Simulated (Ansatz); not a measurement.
Relative stability

The two ends of one reaction step of BNH$_{3}$F, closed shell (PBE0-D4/def2-TZVP).

A:

```
atom    x (Å)    y (Å)    z (Å)
  B1  -0.5449   0.6380   0.6260
  H2   2.1988  -0.6719  -0.5647
  N3  -1.4129   0.0533  -0.0273
  H4   1.5178  -0.8651  -0.8035
  F5   0.3664   1.2495   1.3096
  H6  -2.1252  -0.4036  -0.5402
```

B:

B1  (0.505, 0.283, 0.321)
H2  (1.655, 0.021, 0.119)
N3  (-0.521, -0.339, -0.379)
H4  (-0.348, -1.034, -1.083)
F5  (0.202, 1.201, 1.245)
H6  (-1.493, -0.132, -0.224)
(Å)

Ansatz 0.2.0; basis: def2-TZVPP; cores frozen in the correlated methods. B3LYP uses VWN-RPA correlation.

Question: Which structure is lower at CCSD(T), and by how much? (To be estimated.)

Answer: Computed: B, by 219.1 kJ/mol (electronic energy, against the other). By their contacts, A is a complex of BNHF ([NH][B][F]) + H₂ and B is BNH₃F ([NH2][BH][F]).

All methods give the same order:

```csv
method,E(B) − E(A) (kJ/mol)
SPW92,-238.0
PBE-D4,-213.5
BLYP-D4,-196.3
r2SCAN-D4,-222.3
B97M-V,-218.3
PBE0-D4,-229.5
B3LYP-D4,-212.2
r2SCAN0-D4,-233.0
BHLYP-D4,-230.7
CAM-B3LYP-D4,-222.8
wB97X-V,-228.3
wB97M-V,-220.0
B2PLYP,-213.7
PBE-QIDH,-233.3
RPA on PBE,-215.5
HF,-233.9
MP2,-213.9
CCSD,-223.9
CCSD(T),-219.1
```

T1 diagnostic: at most 0.013.

Labels in which every atom is bracketed show which atoms are joined, not bond orders.

For scale, one of the runs: CCSD(T)/def2-TZVPP, 135 basis functions, launched by `ansatz run in.yaml --threads 2 --pin off --events-out ev --progress --plain --max-ram 4352MiB`. The run took 8 s on 2 CPU threads of an Arm Neoverse V2 (shared host), with 0.75 GiB of host memory at its peak.
